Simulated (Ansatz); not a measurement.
Elements on the sites of an ideal bcc lattice, at a guessed lattice constant:

```
Cr Hf W
1.0
     6.77444    0.00000    0.00000
     0.00000    6.77444    0.00000
     0.00000    0.00000    6.77444
Cr Hf W
1 9 6
Direct
  0.50000 0.00000 0.00000
  0.00000 0.50000 0.00000
  0.00000 0.00000 0.50000
  0.25000 0.25000 0.25000
  0.50000 0.50000 0.00000
  0.25000 0.75000 0.25000
  0.25000 0.25000 0.75000
  0.50000 0.50000 0.50000
  0.75000 0.25000 0.75000
  0.25000 0.75000 0.75000
  0.00000 0.00000 0.00000
  0.50000 0.00000 0.50000
  0.75000 0.25000 0.25000
  0.00000 0.50000 0.50000
  0.75000 0.75000 0.25000
  0.75000 0.75000 0.75000
```

Cell and atoms were relaxed without symmetry on coarser meshes and computed once more. Method: DFT PBEsol, scalar-relativistic, plane waves, PAW in Ansatz.

Settings: cutoff 420 eV, Γ-centred mesh 4×5×5 on the computed 16-atom cell, Gaussian smearing of 0.10 eV; collinear spin from starting moments -2.11 0 0 0 0 0 0 0 0 0 0 0 0 0 0 0 μB.

The relaxation ran on 2×2×2 (shifted) k points with a smearing of 0.1 eV, from sites shaken by 0.02 Å.

Q: What does the relaxation give?

A: A volume of 18.44 Å³/atom and no gap on the mesh. It lies 0.18 eV/atom above the elements' standard states (static lattices, no corrections for gases). The atoms leave their sites by 0.16 Å (root mean square) and 0.26 Å at most, and the cell stretches by up to 2.4 % at fixed volume. One magnetic start was tried.

```yaml
crystal:
  lattice:
    - [6.80799, -0.04189, 0.01880]
    - [-0.04189, 6.62231, -0.03463]
    - [0.01880, -0.03463, 6.54443]
  atoms:
    - { symbol: Cr, position: [0.52157, 0.98865, 0.01264] }
    - { symbol: Hf, position: [0.97649, 0.50074, 0.00928] }
    - { symbol: Hf, position: [0.98394, 0.99595, 0.50151] }
    - { symbol: Hf, position: [0.25198, 0.24310, 0.23825] }
    - { symbol: Hf, position: [0.52924, 0.51769, 0.01738] }
    - { symbol: Hf, position: [0.25002, 0.76393, 0.24685] }
    - { symbol: Hf, position: [0.24925, 0.24684, 0.74845] }
    - { symbol: Hf, position: [0.52837, 0.51553, 0.49247] }
    - { symbol: Hf, position: [0.71522, 0.23222, 0.75492] }
    - { symbol: Hf, position: [0.25090, 0.76158, 0.75478] }
    - { symbol: W, position: [0.96703, 0.99234, 0.00334] }
    - { symbol: W, position: [0.51735, 0.98812, 0.48180] }
    - { symbol: W, position: [0.75872, 0.24449, 0.25890] }
    - { symbol: W, position: [0.97766, 0.50234, 0.49070] }
    - { symbol: W, position: [0.76328, 0.76080, 0.25548] }
    - { symbol: W, position: [0.75105, 0.76359, 0.75257] }
```

The final mesh leaves forces up to 0.58 eV/Å and stresses up to 1.2 GPa: the relaxation ran on a coarser mesh, so the cell's shape, its bonds and its energy belong partly to that mesh.

Spin-orbit coupling is left out, which matters for the bands of heavy elements. Only parallel moments were tried here.

Cost: 2 runs of about 64 core-minutes in all (earlier runs that led there not counted), on Intel Xeon Platinum 8175M (Skylake/Cascade Lake) (shared hosts).